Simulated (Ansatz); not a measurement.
Abridged output of a molecular run in Ansatz:

```
Functional definition: HF
571 factors; integrals over basis functions are off by at most 8.3e-4 eV
mean field evaluation 1: about -19119.3549 eV, gradient 1.3e1 eV
mean field evaluation 2: about -19119.3560 eV, gradient 1.3e1 eV
mean field evaluation 4: about -19120.0435 eV, gradient 1.1e0 eV
mean field evaluation 8: about -19120.0503 eV, gradient 6.3e-4 eV
mean field evaluation 16: about -19120.0503 eV, gradient 1.0e-5 eV
mean field -19120.05026026 eV, -702.6488870289 hartree, gradient 1.0e-5 eV, S^2 0.000000; 0 other end points of the search recorded, 0 dependent functions left out
10 core orbitals not correlated: weight in the atoms' cores, before any rotation towards them, 1.000 or more for the frozen orbitals, at most 0.000 for the correlated occupied ones
reference -19120.05026026 eV, -702.6488870289 hartree; 6, 6 occupied and 40, 40 virtual orbitals, 571 factors
second order -5.55956469 eV of doubles, -0.00000000 eV of singles
cycle   1  -6.15642729 eV  change   -6.0e-1 eV  update   5.6e-2
cycle   2  -6.35159590 eV  change   -2.0e-1 eV  update   1.8e-2
cycle   3  -6.36885555 eV  change   -1.7e-2 eV  update   6.3e-3
cycle   4  -6.36711094 eV  change    1.7e-3 eV  update   2.3e-3
cycle   5  -6.36663299 eV  change    4.8e-4 eV  update   6.1e-4
cycle   6  -6.36662557 eV  change    7.4e-6 eV  update   1.9e-4
cycle   7  -6.36663906 eV  change   -1.3e-5 eV  update   5.9e-5
cycle   8  -6.36664740 eV  change   -8.3e-6 eV  update   1.5e-5
cycle   9  -6.36664665 eV  change    7.5e-7 eV  update   4.6e-6
perturbative correction -0.12249794 eV, -0.0045017164 hartree
Total energy: -19126.53940485 eV, -702.8873586942 hartree
```

Its atoms:

```xyz
4

Al   -0.1159   -0.0761    0.0807
Cl    1.3992    0.9193   -0.9738
H    -1.6033    0.3637   -0.1939
H     0.3200   -1.2068    1.0870
```

Task: Which basis set was used?
A. def2-SVPD
B. def2-TZVPP
C. cc-pV(D+d)Z
D. def2-QZVPP

Result: C. It gives 56 functions.

Task: Write the keys of the input that set method, charge and spin (a neutral closed shell needs none for the last two).

Result: 
```yaml
correlation: {method: ccsd_t}
```
